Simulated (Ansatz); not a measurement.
Results of the Gaussian-basis code of Ansatz.

C₄H₈O (`CC1CCO1`) at its PBE0-D4/def2-TZVP geometry, where that method's forces vanish. The species carries charge 0 and has multiplicity 1.

| atom | x (Å) | y (Å) | z (Å) |
| --- | --- | --- | --- |
| C1 | 1.5842 | -0.0692 | 0.6533 |
| C2 | 0.4060 | 0.4562 | -0.1158 |
| C3 | -0.5506 | -0.5427 | -0.7792 |
| C4 | -1.6312 | 0.1969 | 0.0088 |
| O5 | -0.6482 | 0.9411 | 0.7398 |
| H6 | 1.2748 | -0.8675 | 1.3319 |
| H7 | 2.3389 | -0.4639 | -0.0329 |
| H8 | 2.0431 | 0.7274 | 1.2435 |
| H9 | 0.7251 | 1.2524 | -0.8024 |
| H10 | -0.6208 | -0.5128 | -1.8656 |
| H11 | -0.3901 | -1.5705 | -0.4512 |
| H12 | -2.2661 | -0.4012 | 0.6683 |
| H13 | -2.2650 | 0.8538 | -0.5985 |

Q: For each bond, give half the difference of the two atoms' forces along it (eV/Å; positive pushes the atoms apart) under PBE-D4, r2SCAN-D4, B3LYP-D4, ωB97M-V in def2-TZVPP. (Best estimate.)

A: The calculation gave: 
```csv
bond,length (Å),PBE-D4,r2SCAN-D4,B3LYP-D4,ωB97M-V
C1–C2,1.502,-0.08,0.00,0.05,0.12
C1–H6,1.092,0.11,-0.03,-0.05,-0.07
C1–H7,1.094,0.10,-0.02,-0.06,-0.07
C1–H8,1.092,0.10,-0.03,-0.06,-0.08
C2–C3,1.534,0.09,0.12,0.20,0.13
C2–O5,1.442,0.48,0.36,0.32,0.16
C2–H9,1.099,0.08,-0.09,-0.19,-0.18
C3–C4,1.528,0.07,0.14,0.25,0.21
C3–H10,1.089,0.05,-0.07,-0.12,-0.12
C3–H11,1.091,0.08,-0.06,-0.11,-0.11
C4–O5,1.433,0.46,0.37,0.34,0.23
C4–H12,1.093,0.04,-0.09,-0.18,-0.16
C4–H13,1.096,0.06,-0.08,-0.16,-0.15
```

B3LYP here is the variant with VWN-RPA as its local correlation; programs differ in this.
